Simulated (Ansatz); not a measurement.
# C4H6O: a ladder of functionals and wavefunction methods

One table from this session's results is given with a row withheld; the runs are named, their logs left out.

Program: Ansatz 0.2.0, Gaussian basis. Level of theory: functionals in def2-TZVPP, the program's frozen cores in correlated methods. These are calculated values, not measurements.

The runs, in order: LDA (SPW92), PBE-D4, revPBE-D4, BLYP-D4, r2SCAN-D4, B97M-V, PBE0-D4, B3LYP-D4, r2SCANh-D4, r2SCAN0-D4, HSE06-D4, BHLYP-D4, CAM-B3LYP-D4, LC-ωPBE, ωB97X-V, ωB97M-V, B2PLYP, PBE-QIDH; CCSD(T)/def2-SVP; CCSD(T)/def2-TZVPP; MP2/def2-QZVPP; extrapolation to the limit; RPA on PBE.

## The geometry

An earlier PBE0-D4 in a triple-zeta def2 set relaxation fixed the geometry.

SMILES `CC1(O)C=C1`, 11 atoms, charge 0, spin multiplicity 1.

Atoms are counted from 1 here; the program's logs count them from 0.

Bond lengths: C1–C2 1.502 Å, C1–H6 1.090 Å, C1–H7 1.093 Å, C1–H8 1.093 Å, C2–O3 1.410 Å, C2–C4 1.479 Å, C2–C5 1.479 Å, O3–H9 0.961 Å, C4–C5 1.302 Å, C4–H10 1.080 Å, C5–H11 1.080 Å. Angles: C2–C1–H6 110.6°, C2–C1–H7 110.3°, C2–C1–H8 110.3°, H6–C1–H7 108.9°, H6–C1–H8 108.9°, H7–C1–H8 107.7°, C1–C2–O3 107.9°, C1–C2–C4 123.9°, C1–C2–C5 123.9°, O3–C2–C4 119.8°, O3–C2–C5 119.8°, C4–C2–C5 52.2°, C2–O3–H9 107.9°, C2–C4–C5 63.9°, C2–C4–H10 148.0°, C5–C4–H10 148.1°, C2–C5–C4 63.9°, C2–C5–H11 148.0° and more.

Set-up of the first run:

Contents of in.yaml:

```yaml
crystal:
  periodic: [false, false, false]
  atoms:
    - {symbol: C, position_ang: [-1.365588, -0.297422, -0.044543]}
    - {symbol: C, position_ang: [0.106298, -0.113551, 0.190659]}
    - {symbol: O, position_ang: [0.455481, -0.840133, 1.347331]}
    - {symbol: C, position_ang: [0.850851, 1.116258, -0.158410]}
    - {symbol: C, position_ang: [1.098796, 0.068962, -0.891145]}
    - {symbol: H, position_ang: [-1.683192, 0.247728, -0.933021]}
    - {symbol: H, position_ang: [-1.934830, 0.063734, 0.815484]}
    - {symbol: H, position_ang: [-1.598892, -1.356830, -0.176199]}
    - {symbol: H, position_ang: [1.397460, -0.721504, 1.497016]}
    - {symbol: H, position_ang: [1.070928, 2.148609, 0.068764]}
    - {symbol: H, position_ang: [1.667888, -0.372850, -1.695337]}
basis:
  gaussian: {orbitals: def2-TZVPP}
hamiltonian: {xc: lda}
output: {orbitals: {seedname: orbitals}}
```

On the command line:

```
$ ansatz run in.yaml --threads 4 --pin off --events-out ev --progress --plain --max-ram 10444MiB
```

Among the steps run: LDA; PBE-D4 (GGA); revPBE-D4 (GGA); BLYP-D4 (GGA); r2SCAN-D4 (meta-GGA); B97M-V (meta-GGA); PBE0-D4 (hybrid); B3LYP-D4 (hybrid); r2SCANh-D4 (hybrid); r2SCAN0-D4 (hybrid); HSE06-D4 (hybrid); BHLYP-D4 (hybrid); CAM-B3LYP-D4 (range-separated); LC-ωPBE (range-separated); ωB97X-V (range-separated); ωB97M-V (range-separated); B2PLYP (double hybrid); PBE-QIDH (double hybrid).

One table of the session follows, with a row left open; its other results are not shown here.

It belongs to the step «Frontier levels by functional». 

```
  functional  HOMO (eV)  gap (eV)
 LDA (SPW92)      -5.76      4.29
      PBE-D4      -5.61      4.41
   revPBE-D4      -5.55      4.46
     BLYP-D4      -5.53      4.45
   r2SCAN-D4      -5.87      4.93
      B97M-V      -6.00      5.15
     PBE0-D4      -7.05      6.91
    B3LYP-D4      -6.84      6.44
  r2SCANh-D4      -6.41      5.85
  r2SCAN0-D4          ?         ?
    HSE06-D4      -6.64      6.12
    BHLYP-D4      -8.42      9.40
CAM-B3LYP-D4      -8.47      9.48
     LC-ωPBE      -9.77     12.02
     ωB97X-V      -9.44     11.59
     ωB97M-V      -9.35     11.36
```

**Question.** Estimate the row for r2SCAN0-D4.

Worked estimate for «HOMO (eV)». Against the share of exact exchange, r2SCAN-D4 (0, -5.87), r2SCANh-D4 (0.1, -6.41) give a slope of -5.40 per unit share; at 0.25 the line stands at -7.22.

**Answer.** HOMO (eV): -7.22; gap (eV): 7.23. In «HOMO (eV)» the line misses by 0.00.
